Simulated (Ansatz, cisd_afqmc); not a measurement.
System: C$_{2}$H, charge -1, singlet. C2H- (SMILES C#[C-]).
B3LYP-D3(BJ)/def2-TZVP minimum from Ansatz (a program for electronic structure):
```
C
C 1 1.2385
H 1 1.0683 2 180.00
```
Charge -1, spin multiplicity 1.

Total energies in aug-cc-pVDZ, 10 correlated electrons, 2 frozen orbitals. Radicals and triplets start from unrestricted determinants; spin-orbit coupling is neglected. Correlated methods leave the cores frozen. No relativity. AFQMC is phaseless with a CISD trial state; ± is one standard error, without the phaseless bias. Outlying blocks are dropped, and bars are widened where a walk drifts. Over all cases where full CI ran beside it in this data, AFQMC minus full CI had a median of +0.1 mEh and passed +0.4 mEh in a tenth of the cases.

| method | program | energy (Eh) | minus CCSDTQ (mEh) |
|---|---|---|---|
| HF | Ansatz | -76.21676 | 298.35 |
| MP2 | Ansatz | -76.48616 | 28.96 |
| CCSD | Ansatz | -76.49864 | 16.48 |
| CCSD(T) | Ansatz | -76.51364 | 1.47 |
| CCSDT(Q) | Ansatz | -76.51524 | -0.12 |
| CCSDTQ | Ansatz | -76.51512 | 0.00 |
| AFQMC/CISD | cisd_afqmc | -76.5144 ± 0.0004 | 0.8 ± 0.4 |

Rough core times of Ansatz's runs on a shared machine: CCSD(T) under 20 s, CCSDT(Q) under 20 s, CCSDTQ 8 min.
